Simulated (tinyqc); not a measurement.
UHF in the sto-6g basis, for LiH+, spin multiplicity 2, step by step (part 3 of 3). Computed by tinyqc, a small Python program that keeps every step (integrals from PySCF). Command: `OMP_NUM_THREADS=1 python tinyqc.py 22048 22049 out.jsonl` (the two numbers bound the seeds that draw the settings). One thread of a shared host (Intel(R) Xeon(R) Processor @ 2.60GHz), about 0.1 s of CPU time with the checks.

Geometry (angstrom):
```
atom         x         y         z
Li    0.000000  0.000000  0.000000
H     0.000000  0.000000  2.232000
```

## Convergence

Stop when the energy changes by less than 1e-08 hartree and every element of the error matrix X^T (F D S - S D F) X (for each spin) is below 3e-05.

Course of the cycle:
```
iteration  E (hartree)     change  largest element of the error matrix
1          -1.49602410          -                             8.95e-02
2          -7.27466036  -5.78e+00                             1.20e-01
3          -7.28053503  -5.87e-03                             8.90e-02
4          -7.70868965  -4.28e-01                             1.90e-02
5          -7.70881898  -1.29e-04                             1.70e-02
6          -7.70928627  -4.67e-04                             1.12e-02
7          -7.70931517  -2.89e-05                             1.06e-02
8          -7.70951519  -2.00e-04                             2.62e-03
9          -7.70952473  -9.54e-06                             3.38e-04
10         -7.70952491  -1.81e-07                             3.02e-05
11         -7.70952491  -1.48e-09                             4.02e-07
```

PySCF UHF in the same basis, after a stability check = -7.70952491 hartree

Converged in 11 iterations.

## Populations, bond orders and dipole

D(alpha) after iteration 11, order 1Li 1s, 1Li 2s, 1Li 2px, 1Li 2py, 1Li 2pz, 2H 1s:
$$\begin{pmatrix}
0.993019 & 0.011989 & 0.000000 & 0.000000 & -0.009065 & -0.053730 \\
0.011989 & 0.025867 & 0.000000 & 0.000000 & 0.027414 & 0.139685 \\
0.000000 & 0.000000 & 0.000000 & 0.000000 & 0.000000 & 0.000000 \\
0.000000 & 0.000000 & 0.000000 & 0.000000 & 0.000000 & 0.000000 \\
-0.009065 & 0.027414 & 0.000000 & 0.000000 & 0.029533 & 0.150652 \\
-0.053730 & 0.139685 & 0.000000 & 0.000000 & 0.150652 & 0.768536
\end{pmatrix}$$

D(beta) after iteration 11, order 1Li 1s, 1Li 2s, 1Li 2px, 1Li 2py, 1Li 2pz, 2H 1s:
$$\begin{pmatrix}
0.989622 & 0.021312 & 0.000000 & 0.000000 & 0.000858 & -0.003056 \\
0.021312 & 0.000459 & 0.000000 & 0.000000 & 0.000018 & -0.000066 \\
0.000000 & 0.000000 & 0.000000 & 0.000000 & 0.000000 & 0.000000 \\
0.000000 & 0.000000 & 0.000000 & 0.000000 & 0.000000 & 0.000000 \\
0.000858 & 0.000018 & 0.000000 & 0.000000 & 0.000001 & -0.000003 \\
-0.003056 & -0.000066 & 0.000000 & 0.000000 & -0.000003 & 0.000009
\end{pmatrix}$$

overlap S, order 1Li 1s, 1Li 2s, 1Li 2px, 1Li 2py, 1Li 2pz, 2H 1s:
$$\begin{pmatrix}
1.000000 & 0.235742 & 0.000000 & 0.000000 & 0.000000 & 0.017075 \\
0.235742 & 1.000000 & 0.000000 & 0.000000 & 0.000000 & 0.251390 \\
0.000000 & 0.000000 & 1.000000 & 0.000000 & 0.000000 & 0.000000 \\
0.000000 & 0.000000 & 0.000000 & 1.000000 & 0.000000 & 0.000000 \\
0.000000 & 0.000000 & 0.000000 & 0.000000 & 1.000000 & 0.361749 \\
0.017075 & 0.251390 & 0.000000 & 0.000000 & 0.361749 & 1.000000
\end{pmatrix}$$

Mulliken: Z minus the diagonal of D S on the atom; Loewdin: the same with S^(1/2) D S^(1/2); Mayer order: 2 sum_s sum (D(s) S)_ij (D(s) S)_ji over the two atoms.

Charges (e):
```
atom  Mulliken   Loewdin  Mulliken spin
1Li   0.857172  0.821573       0.142707
2H    0.142828  0.178427       0.857293
```

Mayer bond orders:
```
pair     order
2-1   0.244650
```

dipole moment about the origin, x y z (debye): [0.000000, 0.000000, 0.660469]

<S^2> of the determinant (pure state: 0.75) = 0.750000
